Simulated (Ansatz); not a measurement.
Input for Ansatz (development build ahead of 0.2.0):

```yaml
crystal:
  periodic: [false, false, false]
  atoms:
    - { symbol: O, position_ang: [0.0, -0.31568, -1.76093] }
    - { symbol: H, position_ang: [0.0, -0.39727, -0.84637] }
    - { symbol: Cl, position_ang: [0.0, 0.13837, 0.98345] }
    - { symbol: H, position_ang: [0.0, 0.57041, -1.78486] }
basis:
  gaussian: { orbitals: def2-TZVP }
total_charge: -1
hamiltonian:
  xc: hf
```

The input is written out in the form of the current development build from the run's settings.

The run gave:

```json
{
  "Converged": "yes",
  "Total energy": "-535.62186 hartree",
  "Spin squared of the determinant": "0.000"
}
```

Caution: no diffuse functions for an anion.
